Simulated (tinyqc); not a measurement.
Inside a calculation. Method: Pariser-Parr-Pople SCF with singles CI, for the molecule C=C1C=C1 (SMILES; centres numbered as the heavy atoms are written). Computed by tinyqc, a small Python program that keeps every step. Settings: charge = 0, gamma = MN, start = huckel, damping = 0.5, iteration cap = 53, excitations kept = 4. Command: `OMP_NUM_THREADS=1 python tinyqc.py 26536 26537 out.jsonl` (the two numbers bound the seeds that draw the settings). One thread of a shared host (Intel(R) Xeon(R) Processor @ 2.60GHz), about 0.02 s of CPU time with the checks. Later iterations appear only in the table of the cycle.

## PPP integrals

Centres (angstrom, eV; a flat drawing with bonds scaled to 1.40 angstrom):
```
centre,x,y,core charge z,W,gamma_rr
1C,1.656000,0.000000,1,10.020000,11.530000
2C,0.256000,0.000000,1,10.020000,11.530000
3C,-0.956000,0.700000,1,10.020000,11.530000
4C,-0.956000,-0.700000,1,10.020000,11.530000
```

Resonance integrals (eV):
```
i,j,beta
1,2,-2.390000
2,3,-2.390000
3,4,-2.390000
4,2,-2.390000
```

Mataga-Nishimoto: gamma = 14.399645/(R + a), a = 2 x 14.399645/(gamma_rr + gamma_ss); H_rr = -W_r - sum_(s != r) z_s gamma_rs; H_rs = beta for bonds.

repulsion gamma_rs (eV):
```
,1C,2C,3C,4C
1C,11.530000,5.436115,3.642661,3.642661
2C,5.436115,11.530000,5.436890,5.436890
3C,3.642661,5.436890,11.530000,5.436115
4C,3.642661,5.436890,5.436115,11.530000
```

core matrix H (eV):
```
,1C,2C,3C,4C
1C,-22.741437,-2.390000,0.000000,0.000000
2C,-2.390000,-26.329895,-2.390000,-2.390000
3C,0.000000,-2.390000,-24.535666,-2.390000
4C,0.000000,-2.390000,-2.390000,-24.535666
```

## Starting guess

pi electrons, sum of z_r less the charge = 4

Orbitals of the Hueckel matrix of the beta values.

P at the start:
```
,1C,2C,3C,4C
1C,1.488056,0.758288,-0.305614,-0.305614
2C,0.758288,0.876828,0.452674,0.452674
3C,-0.305614,0.452674,0.817558,0.817558
4C,-0.305614,0.452674,0.817558,0.817558
```

## Iteration 1: Fock matrix

F_rr = H_rr + P_rr gamma_rr / 2 + sum_(s != r) P_ss gamma_rs; F_rs = H_rs - P_rs gamma_rs / 2; E = tr P (H + F) / 2 + core repulsion sum_(r<s) z_r z_s gamma_rs.

F (eV):
```
,1C,2C,3C,4C
1C,-3.440083,-4.451071,0.556624,0.556624
2C,-4.451071,-4.295792,-3.620569,-3.620569
3C,0.556624,-3.620569,-5.190404,-4.612170
4C,0.556624,-3.620569,-4.612170,-5.190404
```

pi energy = -44.872034 eV

## Iteration 1: orbitals and new P

Diagonalise F (the basis is taken as orthonormal) and form P = 2 sum c c over the lowest orbitals; 0.5 of the old P is kept.

orbital energies (eV): -13.176458  -6.455537  -0.578234  2.093546

P after iteration 1:
```
,1C,2C,3C,4C
1C,1.362616,0.815632,-0.303498,-0.303498
2C,0.815632,0.938898,0.398787,0.398787
3C,-0.303498,0.398787,0.849243,0.849243
4C,-0.303498,0.398787,0.849243,0.849243
```

## Iteration 2: Fock matrix

As before.

F (eV):
```
,1C,2C,3C,4C
1C,-3.594990,-4.606934,0.552770,0.552770
2C,-4.606934,-4.275329,-3.474082,-3.474082
3C,0.552770,-3.474082,-4.954964,-4.698292
4C,0.552770,-3.474082,-4.698292,-4.954964
```

pi energy = -45.063367 eV

## Iteration 2: orbitals and new P

As before.

orbital energies (eV): -12.930492  -6.689080  -0.256672  2.095997

P after iteration 2:
```
,1C,2C,3C,4C
1C,1.297093,0.846944,-0.299669,-0.299669
2C,0.846944,0.967561,0.368455,0.368455
3C,-0.299669,0.368455,0.867673,0.867673
4C,-0.299669,0.368455,0.867673,0.867673
```

## Convergence

Stop when output and input P, before any damping, agree to 1e-7.

Course of the cycle:
```
iteration,E (eV),largest |P(out) - P(in)|
1,-44.87203395,2.51e-01
2,-45.06336712,1.31e-01
3,-45.16806166,6.88e-02
4,-45.22363128,3.63e-02
5,-45.25260071,1.93e-02
6,-45.26752981,1.04e-02
7,-45.27516329,5.65e-03
8,-45.27904482,3.11e-03
9,-45.28101056,1.73e-03
10,-45.28200310,9.76e-04
11,-45.28250311,5.57e-04
...,...,...
20,-45.28300689,7.30e-06
21,-45.28300739,4.54e-06
22,-45.28300764,2.83e-06
23,-45.28300777,1.76e-06
24,-45.28300783,1.10e-06
25,-45.28300786,6.85e-07
26,-45.28300788,4.27e-07
27,-45.28300789,2.66e-07
28,-45.28300789,1.66e-07
29,-45.28300789,1.04e-07
30,-45.28300789,6.46e-08
```

Converged in 30 iterations.

## Converged orbitals

Charges are z - P_rr.

orbital energies (eV): -12.664900  -6.970457  0.131332  2.061131

coefficients:
```
,MO1,MO2,MO3,MO4
1C,0.244492,0.742877,0.000000,-0.623183
2C,0.571615,0.408718,0.000000,0.711481
3C,0.553841,-0.374888,0.707107,-0.229606
4C,0.553841,-0.374888,-0.707107,-0.229606
```

pi charges: 1C -0.223286, 2C 0.012411, 3C 0.105438, 4C 0.105438

## Singles CI, singlets

Over the 4 single excitations with the smallest orbital gaps: A = (e_a - e_i) delta + 2 (ia|jb) - (ij|ab), with (pq|rs) = sum c_mp c_mq gamma_mn c_nr c_ns. f = 2/3 w |mu|^2 in atomic units, mu = sqrt2 sum c_ia sum_m c_mi c_ma R_m.

singlet CI matrix (eV):
```
,2>3,2>4,1>3,1>4
2>3,3.511735,0.000000,-0.939705,0.000000
2>4,0.000000,6.379036,0.000000,0.434135
1>3,-0.939705,0.000000,9.336307,0.000000
1>4,0.000000,0.434135,0.000000,10.796412
```

singlet excitation energies (eV): 3.363881  6.336774  9.484160  10.838674

oscillator strengths: 0.046607  0.823785  0.596026  0.000250

## Singles CI, triplets

Over the 4 single excitations with the smallest orbital gaps: A = (e_a - e_i) delta - (ij|ab), with (pq|rs) = sum c_mp c_mq gamma_mn c_nr c_ns.

triplet CI matrix (eV):
```
,2>3,2>4,1>3,1>4
2>3,1.798849,0.000000,1.590824,0.000000
2>4,0.000000,1.983819,0.000000,-1.271862
1>3,1.590824,0.000000,5.597833,0.000000
1>4,0.000000,-1.271862,0.000000,8.381760
```

triplet excitation energies (eV): 1.220683  1.740255  6.175999  8.625325
